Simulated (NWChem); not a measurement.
## Electron attachment to Cl (+1)

SMILES: [Cl+]
```xyz
1

Cl     0.0000     0.0000     0.0000
```
Charge +1, spin multiplicity 3.

All runs are NWChem calculations.

Basis set: def2-TZVPD. −ε marks an orbital energy of the parent.

B3LYP has NWChem's definition, with VWN1-RPA local correlation. No SCF solution was tested for a lower state.

Order these methods by the vertical electron affinity they give, lowest first: −ε(beta LUMO) of B3LYP, −ε(beta LUMO) of BHandHLYP, −ε(beta LUMO) of PBE, G0W0@PBE0.

G0W0@PBE0 (12.63 eV), −ε(beta LUMO) of BHandHLYP (14.92 eV), −ε(beta LUMO) of B3LYP (16.86 eV), −ε(beta LUMO) of PBE (17.81 eV)
